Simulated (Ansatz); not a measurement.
**A workflow on CH4S2 (methyl hydrodisulfide)**

Wanted: a series of 8 runs (r2SCAN50/6-31G**, U-r2SCAN50/6-31G**) of CH4S2. 

The calculation is run with Ansatz 0.2.0.

6 further runs of the same task are left out: 6 for a known fault of the program.

## Step 1: The system as given

The species is CH4S2 (7 atoms), meant as a singlet with charge 0. As SMILES, `CSS`. The shape is that of a PBE0-D4/def2-TZVP optimisation. This is one conformer, not always the lowest.

Bond lengths: C1–S2 1.802 Å, S2–S3 2.037 Å, C1–H4 1.090 Å, C1–H5 1.089 Å, C1–H6 1.093 Å, S3–H7 1.349 Å. Angles: C1–S2–S3 103.0°, S2–C1–H4 111.1°, S2–C1–H5 110.8°, S2–C1–H6 106.0°, S2–S3–H7 99.3°, H4–C1–H5 110.4°, H4–C1–H6 109.2°, H5–C1–H6 109.3°.

## Step 2: A single-point energy at r2SCAN50/6-31G(d,p) (Cartesian functions) (run 1)

File job.yaml:

```yaml
crystal:
  periodic: [false, false, false]
  atoms:
    - symbol: C
      position_ang: [-0.757700, 0.531000, -0.254500]
    - symbol: S
      position_ang: [0.410700, 0.313400, 1.100600]
    - symbol: S
      position_ang: [1.938900, -0.712100, 0.227800]
    - symbol: H
      position_ang: [-1.170500, -0.425600, -0.574100]
    - symbol: H
      position_ang: [-0.285300, 1.039300, -1.094100]
    - symbol: H
      position_ang: [-1.562500, 1.156200, 0.139800]
    - symbol: H
      position_ang: [1.487600, -1.970200, 0.408600]
basis:
  gaussian:
    orbitals: 6-31G_st__st_.json
magnetization:
  spin_polarized: false
  initial_magnetization: 0
hamiltonian:
  xc: {name: r2SCAN50}
output: {orbitals: {seedname: orbitals}}
```

The basis set 6-31G** is read from a file made from the Basis Set Exchange's data (not shown).

On the command line:

```
ansatz run job.yaml --threads 1 --pin off --max-ram 2610MiB --events-out events.jsonl --progress --plain --runs-dir runs
```

Log:

```text
Warning: RAYON_NUM_THREADS=1 ignored (pool sized by the plan → 1); use --threads N
Functional definition: r2SCAN50
  name "r2SCAN50"
  parameter a = 0.5
  parameter k0 = 0.174
  parameter k1 = 0.065
  parameter a1 = 4.9479
  exchange = (1 - a)*r2scan_x(k0 = k0, k1 = k1, a1 = a1) + a*exact_x
  correlation = r2scan_c
690 factors; integrals over basis functions are off by at most 8.9e-4 eV
mean field evaluation 1: about -22767.9251 eV, gradient 2.1e1 eV
mean field evaluation 2: about -22768.4307 eV, gradient 1.6e1 eV
mean field evaluation 4: about -22769.0305 eV, gradient 4.3e-1 eV
mean field evaluation 8: about -22769.3239 eV, gradient 1.3e-1 eV
mean field evaluation 16: about -22769.3240 eV, gradient 6.5e-5 eV
mean field -22769.32396460 eV, -836.7572220969 hartree, gradient 6.5e-5 eV, S^2 0.000000; 0 other end points of the search recorded, 0 dependent functions left out
reference -22769.32396879 eV, -836.7572222507 hartree; 21, 21 occupied and 52, 52 virtual orbitals, 690 factors
Total energy: -22769.32396879 eV, -836.7572222507 hartree
```

Run time: 4.2 s. Hardware: 1 thread of Arm Neoverse V1, shared host; peak memory 0.13 GiB.

## Step 3: The energy at U-r2SCAN50/6-31G(d,p) (Cartesian functions, fill excite 0 0, maximum overlap yes) (run 2)

File input.yaml:

```yaml
crystal:
  periodic: [false, false, false]
  atoms:
    - {symbol: C, position_ang: [-0.757700, 0.531000, -0.254500]}
    - {symbol: S, position_ang: [0.410700, 0.313400, 1.100600]}
    - {symbol: S, position_ang: [1.938900, -0.712100, 0.227800]}
    - {symbol: H, position_ang: [-1.170500, -0.425600, -0.574100]}
    - {symbol: H, position_ang: [-0.285300, 1.039300, -1.094100]}
    - {symbol: H, position_ang: [-1.562500, 1.156200, 0.139800]}
    - {symbol: H, position_ang: [1.487600, -1.970200, 0.408600]}
basis:
  gaussian:
    orbitals: 6-31G_st__st_.json
    initial_orbitals: start.molden
    maximum_overlap: true
magnetization:
  spin_polarized: true
  initial_magnetization: 0
hamiltonian:
  xc: {name: r2SCAN50}
output: {orbitals: {seedname: orbitals}}
```

The basis set 6-31G** is read from a file made from the Basis Set Exchange's data (not shown).

On the command line:

```
ansatz run input.yaml --threads 1 --pin off --max-ram 2610MiB --events-out events.jsonl --progress --plain --runs-dir runs
```

Log (excerpt; [...] marks lines left out):

```text
Warning: RAYON_NUM_THREADS=1 ignored (pool sized by the plan → 1); use --threads N
Functional definition: r2SCAN50
  name "r2SCAN50"
[...]
690 factors; integrals over basis functions are off by at most 8.9e-4 eV
[...]
mean field -22764.81925220 eV, -836.5916769698 hartree, gradient 2.6e-6 eV, S^2 1.012749; 0 other end points of the search recorded, 0 dependent functions left out
reference -22764.81925678 eV, -836.5916771379 hartree; 21, 21 occupied and 52, 52 virtual orbitals, 690 factors
Total energy: -22764.81925678 eV, -836.5916771379 hartree
Checks for a lower state left out: stability, starts, cluster_reference, orbital_swaps, neighbouring_geometries, increment
```

Wall time 29 s (1 thread of Arm Neoverse V1, shared host); peak memory 0.18 GiB.

Runs 3 to 6 aren't shown in full; the table further down has their settings and results.

## Step 4: The doublet cation: the energy at U-r2SCAN50/6-31G(d,p) (Cartesian functions, fill hole 19, maximum overlap yes) (run 7)

File molecule.yaml:

```yaml
crystal:
  periodic: [false, false, false]
  atoms:
    - {symbol: C, position_ang: [-0.757700, 0.531000, -0.254500]}
    - {symbol: S, position_ang: [0.410700, 0.313400, 1.100600]}
    - {symbol: S, position_ang: [1.938900, -0.712100, 0.227800]}
    - {symbol: H, position_ang: [-1.170500, -0.425600, -0.574100]}
    - {symbol: H, position_ang: [-0.285300, 1.039300, -1.094100]}
    - {symbol: H, position_ang: [-1.562500, 1.156200, 0.139800]}
    - {symbol: H, position_ang: [1.487600, -1.970200, 0.408600]}
basis:
  gaussian:
    orbitals: 6-31G_st__st_.json
    initial_orbitals: start.molden
    maximum_overlap: true
total_charge: 1
magnetization:
  spin_polarized: true
  initial_magnetization: 1
hamiltonian:
  xc: {name: r2SCAN50}
```

The basis set 6-31G** is read from a file made from the Basis Set Exchange's data (not shown).

On the command line:

```
ansatz run molecule.yaml --threads 1 --pin off --max-ram 2610MiB --events-out events.jsonl --progress --plain --runs-dir runs
```

Log:

```text
Warning: RAYON_NUM_THREADS=1 ignored (pool sized by the plan → 1); use --threads N
Functional definition: r2SCAN50
  name "r2SCAN50"
  parameter a = 0.5
  parameter k0 = 0.174
  parameter k1 = 0.065
  parameter a1 = 4.9479
  exchange = (1 - a)*r2scan_x(k0 = k0, k1 = k1, a1 = a1) + a*exact_x
  correlation = r2scan_c
these checks for a lower state are left out or cut short: stability, starts, cluster_reference, orbital_swaps, neighbouring_geometries, increment
690 factors; integrals over basis functions are off by at most 8.9e-4 eV
mean field evaluation 1: about -22758.3289 eV, gradient 1.2e1 eV
mean field evaluation 2: about -22758.9154 eV, gradient 8.9e0 eV
mean field evaluation 4: about -22759.4228 eV, gradient 6.4e-1 eV
mean field evaluation 8: about -22759.4858 eV, gradient 2.3e-1 eV
mean field evaluation 16: about -22759.5049 eV, gradient 1.8e-1 eV
mean field evaluation 32: about -22759.5616 eV, gradient 2.8e0 eV
mean field evaluation 64: about -22759.4174 eV, gradient 3.1e0 eV
```

It took 1.8 min on 1 thread of Arm Neoverse V1, shared host.

The run was cut off at its time limit.

## Step 5: The doublet cation: the energy at U-r2SCAN50/6-31G(d,p) (Cartesian functions) (run 8)

molecule.yaml: that of step 4 with these lines changed.

```diff
@@ -11,11 +11,5 @@
 basis:
-  gaussian:
-    orbitals: 6-31G_st__st_.json
-    initial_orbitals: start.molden
-    maximum_overlap: true
+  gaussian: {orbitals: 6-31G_st__st_.json}
 total_charge: 1
-magnetization:
-  spin_polarized: true
-  initial_magnetization: 1
-hamiltonian:
-  xc: {name: r2SCAN50}
+magnetization: {spin_polarized: true, initial_magnetization: 1}
+hamiltonian: {xc: {name: r2SCAN50}}
```

The basis set 6-31G** is read from a file made from the Basis Set Exchange's data (not shown).

On the command line:

```
ansatz run molecule.yaml --threads 1 --pin off --max-ram 2610MiB --events-out events.jsonl --progress --plain --runs-dir runs
```

Log:

```text
Warning: RAYON_NUM_THREADS=1 ignored (pool sized by the plan → 1); use --threads N
Functional definition: r2SCAN50
  name "r2SCAN50"
  parameter a = 0.5
  parameter k0 = 0.174
  parameter k1 = 0.065
  parameter a1 = 4.9479
  exchange = (1 - a)*r2scan_x(k0 = k0, k1 = k1, a1 = a1) + a*exact_x
  correlation = r2scan_c
690 factors; integrals over basis functions are off by at most 8.9e-4 eV
mean field evaluation 1: about -22756.9113 eV, gradient 2.5e1 eV
mean field evaluation 2: about -22757.9233 eV, gradient 2.0e1 eV
mean field evaluation 4: about -22759.9081 eV, gradient 7.2e-1 eV
mean field evaluation 8: about -22759.9639 eV, gradient 1.8e-1 eV
mean field evaluation 16: about -22759.9689 eV, gradient 7.5e-3 eV
mean field evaluation 32: about -22759.7267 eV, gradient 1.2e0 eV
mean field -22759.96894312 eV, -836.4134313986 hartree, gradient 4.0e-5 eV, S^2 0.758385; 2 other end points of the search recorded, 0 dependent functions left out
reference -22759.96894776 eV, -836.4134315693 hartree; 21, 20 occupied and 52, 53 virtual orbitals, 690 factors
Total energy: -22759.96894776 eV, -836.4134315693 hartree
```

Wall time 9.9 s (1 thread of Arm Neoverse V1, shared host); peak memory 0.19 GiB.

## Step 6: All runs side by side

```tsv
run	level	starting guess	maximum overlap	partner	energy (Eh)	wall time
1	r2SCAN50/6-31G** (Cartesian functions)	–	–	base	-836.757222	4.2 s
2	U-r2SCAN50/6-31G** (Cartesian functions, fill excite 0 0, maximum overlap yes)	ground-state orbitals	yes	excited	-836.591677	29 s
3	U-r2SCAN50/6-31G** (Cartesian functions)	–	–	triplet	-836.603996	11 s
4	U-r2SCAN50/6-31G** (Cartesian functions, fill excite 1 2, maximum overlap yes)	ground-state orbitals	yes	excited	-836.468911	38 s
5	U-r2SCAN50/6-31G** (Cartesian functions, fill hole 0, maximum overlap yes)	ground-state orbitals	yes	core hole	-745.389370	43 s
6	U-r2SCAN50/6-31G** (Cartesian functions, fill hole 1, maximum overlap yes)	ground-state orbitals	yes	core hole	-745.395149	42 s
7	U-r2SCAN50/6-31G** (Cartesian functions, fill hole 19, maximum overlap yes)	ground-state orbitals	yes	valence hole	timeout	1.8 min
8	U-r2SCAN50/6-31G** (Cartesian functions)	–	–	cation	-836.413432	9.9 s
```

## Step 7: Results

```
                                          quantity          value
               doublet cation, run 8: total energy  -836.41343 Eh
                       doublet cation, run 8: ⟨S²⟩          0.758
vertical ionisation energy (to the doublet cation)       9.355 eV
  vertical energy of the triplet above the singlet       4.170 eV
```

**Reading.** The vertical ionisation energy comes to 9.36 eV (216 kcal/mol). The negative HOMO energy of the first species, 8.28 eV, lies 1.08 eV below that difference. At this shape the triplet lies 4.17 eV (402 kJ/mol) above the singlet. Spin contamination of the reference: run 2 ⟨S²⟩ = 1.01, run 4 ⟨S²⟩ = 1.01. Where it is this large, the reference is a mixture of spin states, and values that rest on it are in doubt. All runs together took 4.7 min, the longest 1.8 min. 1 of the 8 runs did not end normally.
